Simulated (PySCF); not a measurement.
**Computed data sheet: `CCS(=O)(=O)O`**

Species: C₂H₆O₃S.
Z-matrix (Å and degrees, PBE0-D3(BJ)/def2-SVP geometry), rows numbered from 1:
```
C 
C   1  1.5124
S   2  1.7848  1  112.83
O   3  1.4456  2  108.90  1   -46.21
O   3  1.4531  2  109.11  1   178.56
O   3  1.6296  2  101.06  1    66.48
H   1  1.0993  2  110.94  3   -62.64
H   1  1.0985  2  110.43  3    57.50
H   1  1.0994  2  109.94  3   177.47
H   2  1.0998  1  113.77  3   120.16
H   2  1.1016  1  112.77  3  -116.64
H   6  0.9695  3  106.48  2   111.16
```

From PBE0-D3(BJ)/def2-SVP geometry optimisation, gas phase (PySCF):

- Point group: C1
- Rotational constants A, B, C: 4.521, 2.425, 2.424 GHz

**PBE0/pcSseg-1 ground state and GIAO shieldings, non-relativistic (PySCF)**

* Dipole moment: 3.89 D
* HOMO energy: -9.02 eV
* LUMO energy: 0.61 eV
* HOMO–LUMO gap: 9.63 eV
* Lowest Hirshfeld atomic charge: -0.32 e on O5
* Highest Hirshfeld atomic charge: +0.56 e on S3
* 13C chemical shifts (computed TMS as zero) by class: 54.1 (C2), 9.6 (C1) ppm
* 1H chemical shifts (computed TMS as zero) by class: 4.20 (H12), 2.80 (H10/H11), 1.42 (H7/H8/H9) ppm
* Isotropic shieldings of nuclei other than C and H, by class: 92 (O4/O5), 128 (O6), 164 (S3) ppm
* Mayer bond orders between heavy atoms: C1–C2 1.03, C2–S3 0.91, S3–O4 1.79, S3–O5 1.74, S3–O6 0.93

Monoisotopic mass (most abundant isotopes): 110.0038 u.

With B = h/(8π²I), that is 505.379 GHz u Å² over I, the principal moments of inertia are 111.8, 208.4 and 208.5 u Å² (most abundant isotopes); the inertial defect Ic − Ia − Ib is -111.7 u Å² (zero for a rigid planar frame, negative otherwise). The dipole matches unit charges of opposite sign 0.81 Å apart (1 e·Å = 4.8032 D). The rotational constants make it an asymmetric top with κ = (2B − A − C)/(A − C) = -1.00, nearer the prolate limit (−1).

 NMR classes are plain means over equivalent atoms (diastereotopic ones count apart unless rotation or inversion swaps them), as if these changed places fast; in this geometry the members of some classes differ.

For the NMR shielding job (PBE0/pcSseg-1), cost: about 13 s of CPU time on one thread (with the writing of density and orbital grids); the machine was shared, so the figure is rough.

One conformer stands for the species.
